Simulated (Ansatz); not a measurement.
Input file:

```yaml
crystal:
  periodic: [false, false, false]
  atoms:
    - {symbol: Al, position_ang: [0.000000, 0.048716, 1.058553]}
    - {symbol: Mg, position_ang: [0.000000, -0.001226, -1.275659]}
    - {symbol: H, position_ang: [0.000000, -0.283701, 2.392116]}
    - {symbol: H, position_ang: [0.000000, -0.990806, 0.032136]}
basis:
  gaussian: {orbitals: 6-31G}
magnetization: {spin_polarized: false, initial_magnetization: 3}
correlation: {method: fci, electrons: outside_noble_gas}
```

```sh
$ ansatz run in.yaml --threads 1 --pin off --events-out ev --progress --plain --max-ram 2393MiB
```

Output:

```
608 factors; integrals over basis functions are off by at most 1.1e-7 eV
mean field evaluation 1: about -12039.6951 eV, gradient 8.7e0 eV
mean field evaluation 2: about -12039.7259 eV, gradient 8.8e0 eV
mean field evaluation 4: about -12040.9562 eV, gradient 6.1e-1 eV
mean field evaluation 8: about -12040.9648 eV, gradient 6.4e-4 eV
mean field -12040.96482651 eV, -442.4972957152 hartree, gradient 5.0e-6 eV, S^2 3.750000; 0 other end points of the search recorded, 0 dependent functions left out
mean field evaluation 16: about -12040.9785 eV, gradient 4.7e-1 eV
10 core orbitals not correlated: weight in the atoms' cores, before any rotation towards them, 1.000 or more for the frozen orbitals, at most 0.000 for the correlated occupied ones
reference -12040.96482651 eV, -442.4972957152 hartree; 5, 2 occupied and 15, 18 virtual orbitals, 608 factors
state -12042.45815529 eV, -442.5521745356 hartree
Total energy: -12042.45815529 eV, -442.5521745356 hartree
```

Natural occupations: 1.9705 1.9631 0.9952 0.9885 0.9856 0.0262 0.0179 0.0161 0.0115 0.0077 0.0053 0.0034 0.0028 0.0021 0.0017 0.0011 0.0005 0.0004 0.0003 0.0002.

Ran on 1 thread of AMD EPYC 7B13, shared host: 12 s wall, 0.34 GiB peak host memory.
